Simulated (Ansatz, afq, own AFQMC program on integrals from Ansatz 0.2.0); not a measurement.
Two steps: Ansatz 0.2.0 writes the Fock matrix and Cholesky factors of the valence space, and afq projects on them the lowest state that overlaps trial and start.

```yaml
crystal:
  periodic: [false, false, false]
  atoms:
    - {symbol: Ge, position_ang: [0.000000, 0.000000, 0.000000]}
    - {symbol: Ge, position_ang: [0.000000, 0.000000, 1.965000]}
basis:
  gaussian: {orbitals: cc-pVDZ}
magnetization: {spin_polarized: false}
correlation: {method: ccsd_t, electrons: outside_noble_gas, hamiltonian_folder: ham}
```

```sh
$ ansatz run in.yaml --threads 1 --pin off --events-out ev --progress --plain --max-ram 1382MiB
```

Options of the walk:

```
--method phaseless --trial cisd --walkers 80 --populations 1 --least-time 40 --time-step 0.005 --steps-per-block 25 --equilibration-blocks 80 --max-blocks 320 --target-error 0.00068 --factor-cut 1e-05 --seed 8698 --taylor-order 8
```

Times are imaginary, in 1/Eh. The walk had a cap of 205 s. Filled inner d shells are frozen with the cores.

afq prints:

```
orbitals 26  electrons 4 4  factors 202 of 661
reference energy -4150.52390928 Eh
CCSD correlation -0.18616642 Eh in 11 cycles, weight of the determinant in the CISD state 0.8202
energy of the start -4150.710076 Eh
 block  time / (1/Eh)  mean weight  energy / Eh
     1     0.125  1.0004  -4150.708285
     2     0.250  1.0002  -4150.707537
     3     0.375  1.0008  -4150.707698
     4     0.500  1.0005  -4150.708291
     5     0.625  1.0002  -4150.708207
     9     1.125  1.0003  -4150.710740
    31     3.875  1.0000  -4150.719350
    71     8.875  0.9987  -4150.720546
   111    13.875  0.9994  -4150.715435
   141    17.625  0.9997  -4150.734436
   151    18.875  0.9997  -4150.729297
   191    23.875  0.9992  -4150.729837
   231    28.875  1.0008  -4150.729516
   271    33.875  1.0004  -4150.719886
   311    38.875  1.0023  -4150.718448
   341    42.625  1.0004  -4150.713392
   351    43.875  0.9985  -4150.719505
   391    48.875  1.0016  -4150.721719
blocks merged  error / Eh  count
     1  0.000290  320
     2  0.000379  160
     4  0.000494  80
     8  0.000600  40
    16  0.000644  20
    32  0.000396  10
energy -4150.721311 +/- 0.000644 Eh
(rows thinned)
```

The run passed its tests (sampling time, drift between the halves within three errors, error under three times the target), which doesn't prove that it has relaxed.

Against this walk (error 17.5 meV) on the same determinant: CCSD(T) 38.1 meV lower, CCSDT(Q) 103.1 meV lower, CCSDTQ 98.1 meV lower, a separate phaseless walk with a CISD trial and standard settings 46.0 ± 22.5 meV lower. The error is statistical and leaves out the bias of the constraint. CCSDTQ is the surest value here, so the walk's 98 meV above it is most likely the bias of the constraint with this trial, which can have either sign, or comes from the drawn settings.

Cautions: constraint bias not in the error; no relativity below Rb; no spin-orbit coupling; inner d shell frozen; higher spins were not checked; restricted determinant unstable towards unrestricted (UHF 1.21 eV lower, ⟨S²⟩ 1.15); the search met a lower determinant of the same kind, perhaps of another symmetry (61 meV lower), and this one is a saddle point; raised T1 diagnostic (T1 0.024, weight of the determinant 0.82, largest double 0.15); (T) is large, 7 % of the CCSD correlation; CCSDTQ on the UHF determinant differs (169 meV lower), perhaps since the unrestricted series falls towards higher spin; the bias of populations of 80 walkers isn't removed.

The walk took 75 s on 1 thread of Intel(R) Xeon(R) Platinum 8175M CPU @ 2.50GHz (Skylake/Cascade Lake), with other jobs on the host. The log's last line is the phaseless energy.

CCSDT and higher add their correlation energy to the determinant of the CCSD(T) run, since their own runs factorise the integrals more tightly (a shift of under 2 meV). A walk keeps the symmetry of its determinant, which the program's search chose and which needn't be the lowest solution, so a lower state of the same spin and another symmetry isn't excluded.
